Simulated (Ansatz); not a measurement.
# CHSi (quartet): from Hartree-Fock to the top rungs, def2-TZVPP

An exercise on one series of results from a longer session: the logs are not shown, and one member is left open.

The runs use Ansatz 0.2.0, Gaussian basis; def2-TZVPP, core rule «outside noble gas», up to 6 orbitals frozen.

The runs, in order: UHF; ROHF; CCSD(T) on UHF.

## The system

The geometry is a PBE0/def2-TZVP stationary point (not a proven minimum).

3 atoms, charge 0, spin multiplicity 4.

Atoms are counted from 1 here; the program's logs count them from 0.

Bond lengths: Si1–C2 1.840 Å, Si1–H3 1.533 Å. Angles: C2–Si1–H3 97.9°.

The first run:

in.yaml reads:

```yaml
crystal:
  periodic: [false, false, false]
  atoms:
    - {symbol: Si, position_ang: [0.000000, -0.083231, 0.527232]}
    - {symbol: C, position_ang: [0.000000, 0.076222, -1.305753]}
    - {symbol: H, position_ang: [0.000000, 1.410897, 0.868536]}
basis:
  gaussian: {orbitals: def2-TZVPP}
magnetization: {spin_polarized: true, initial_magnetization: 3}
hamiltonian: {xc: hf}
output: {orbitals: {seedname: orbitals}}
```

Command:

```sh
$ ansatz run in.yaml --threads 1 --pin off --events-out ev --progress --plain --max-ram 4096MiB --backend cpu
```

Among the steps run: UHF; ROHF; CCSD(T) on UHF.

One table of the session follows, with a row left open; its other results are not shown here.

```
  method  from UCCSD(T) (kcal/mol)
    ROHF                         ?
     UHF                   +138.02
    UMP2                    +34.57
   UCCSD                     +6.28
UCCSD(T)                         0
```

**Question.** Estimate the row for ROHF.

The run gave: from UCCSD(T) (kcal/mol): +141.24. In the column «from UCCSD(T) (kcal/mol)» it is the highest.

With the free atoms at the same levels and basis (separate runs), the atomisation energy is 6.054 eV at UCCSD(T), 4.682 eV at ROHF.
